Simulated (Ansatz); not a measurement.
# AlH₃SSi: small, medium and large basis sets

How large a basis does AlH₃SSi need? Two functionals are run in growing sets.

The runs use Ansatz 0.2.0, Gaussian basis; one geometry, several basis sets.

The runs, in order: PBE0-D4/def2-SVP; ωB97M-V/def2-SVP; PBE0-D4/def2-QZVPP; ωB97M-V/def2-QZVPP; the functionals' def2-TZVPP values are taken from earlier runs.

## (1) The geometry

The geometry comes from an earlier relaxation with PBE0-D4 in a triple-zeta def2 set; it is a stationary point.

6 atoms, charge 0, spin multiplicity 1.

Atoms are counted from 1 here; the program's logs count them from 0.

Bond lengths: Al1–Si2 2.318 Å, Al1–S3 2.171 Å, Al1–H4 1.572 Å, Si2–S3 2.201 Å, Si2–H5 1.487 Å, Si2–H6 1.487 Å. Angles: Si2–Al1–S3 58.6°, Si2–Al1–H4 165.3°, S3–Al1–H4 136.1°, Al1–Si2–S3 57.3°, Al1–Si2–H5 125.2°, Al1–Si2–H6 125.2°, S3–Si2–H5 112.5°, S3–Si2–H6 112.5°, H5–Si2–H6 108.7°, Al1–S3–Si2 64.0°.

## (2) PBE0-D4 in def2-SVP

in.yaml

```yaml
crystal:
  periodic: [false, false, false]
  atoms:
    - {symbol: Al, position_ang: [-1.021736, -0.745368, -0.595012]}
    - {symbol: Si, position_ang: [0.854449, 0.186327, 0.397591]}
    - {symbol: S, position_ang: [-0.918079, 1.374855, -0.142191]}
    - {symbol: H, position_ang: [-2.078317, -1.714965, -1.239595]}
    - {symbol: H, position_ang: [2.076217, 0.627536, -0.325152]}
    - {symbol: H, position_ang: [1.129667, 0.207515, 1.858259]}
basis:
  gaussian: {orbitals: def2-SVP}
hamiltonian: {xc: pbe0, dispersion: d4}
output: {orbitals: {seedname: orbitals}}
```

The run is started by

```console
> ansatz run in.yaml --threads 2 --pin off --events-out ev --progress --plain --max-ram 4352MiB
```

Further steps of the session: ωB97M-V in def2-SVP; PBE0-D4 in def2-QZVPP; ωB97M-V in def2-QZVPP.

**Question.** What will the summary of the whole plan be? Wanted: PBE0-D4: double and triple zeta above quadruple; ωB97M-V: double and triple zeta above quadruple.

The runs gave:

```
                                       quantity          value
PBE0-D4: double and triple zeta above quadruple  9.65, 0.78 eV
ωB97M-V: double and triple zeta above quadruple  9.59, 0.75 eV
```

What this shows: PBE0-D4 gains 8.87 eV from double to triple zeta, then 0.78 eV more. Total energies overstate the basis error of differences, where much of it tends to cancel.
